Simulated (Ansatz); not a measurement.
A made-up structure of BSiH₂O, doublet:

```csv
atom,x (Å),y (Å),z (Å)
B1,-0.7724,0.0950,1.1527
O2,0.4053,-0.5539,0.9541
Si3,-0.1710,0.2131,-0.3388
H4,-0.3930,-0.9704,-1.2375
H5,0.9311,1.2162,-0.5305
```

It is relaxed with PBE-D4/def2-SVP and then PBE0-D4/def2-TZVP (Ansatz 0.2.0). Atoms count as bonded within 1.22 times the sum of their covalent radii (H–H: 0.88 Å). The end point is not checked to be a true minimum.

(1) Does its bonding change? (A judgement: the text doesn't fix the answer.)

Results:

(1) By the calculation: No: no bond forms or breaks.

Where it ends: The first stage lowers the energy by 2.37 eV in 8 steps. It ends as BSiH₂O ([B]1[O][SiH2]1):
```json
{"atom": "B1", "x (Å)": "-0.8125", "y (Å)": "0.0246", "z (Å)": "1.4458"}
{"atom": "O2", "x (Å)": "0.3075", "y (Å)": "-0.5571", "z (Å)": "1.1471"}
{"atom": "Si3", "x (Å)": "-0.1347", "y (Å)": "0.2128", "z (Å)": "-0.4059"}
{"atom": "H4", "x (Å)": "-0.2932", "y (Å)": "-0.8525", "z (Å)": "-1.4208"}
{"atom": "H5", "x (Å)": "0.9329", "y (Å)": "1.1722", "z (Å)": "-0.7662"}
```

Labels in which every atom is bracketed show which atoms are joined, not bond orders.

For scale, one of the runs: PBE0-D4/def2-TZVP relaxation, 111 basis functions, launched by `ansatz run in.yaml --threads 2 --pin off --events-out ev --progress --plain --max-ram 4352MiB`. Hardware: 2 CPU threads of an AMD EPYC 9B45, shared host. Wall time about 7 s.
